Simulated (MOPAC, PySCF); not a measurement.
H6Si2, SMILES `[SiH3][SiH3]`, neutral singlet in the gas phase. 

Cartesian coordinates (Å):
```xyz
8

Si    -1.1656    -0.0059    -0.0708
Si     1.1656     0.0059     0.0708
H     -1.7001    -1.3181     0.3573
H     -1.5975     0.2482    -1.4636
H     -1.7390     1.0444     0.8004
H      1.5975    -0.2482     1.4636
H      1.7390    -1.0444    -0.8004
H      1.7001     1.3182    -0.3573
```
Charge 0, spin multiplicity 1.

All levels are single points at this geometry (CAM-B3LYP-D3(BJ)/def2-TZVPD); Pople sets use spherical d functions. Orbital energies aren't observables, and empty levels follow the basis.

```csv
level,HOMO (eV),LUMO (eV),gap (eV),dipole (D),"vertical IE, Delta-SCF (eV)"
CAM-B3LYP-D3(BJ)/def2-TZVPD in PySCF,-9.68,0.79,10.47,0.00,–
PBE-D3(BJ)/def2-TZVPD in PySCF,-7.28,-0.62,6.66,0.00,–
TPSSh-D3(BJ)/def2-TZVPD in PySCF,-7.86,-0.10,7.76,0.00,–
PBE/6-31G* in PySCF,-7.20,-0.08,7.12,0.00,10.37
HF/3-21G in PySCF,-11.05,3.95,15.01,0.00,–
AM1 in MOPAC,-10.85,-0.89,9.96,0.00,–
```
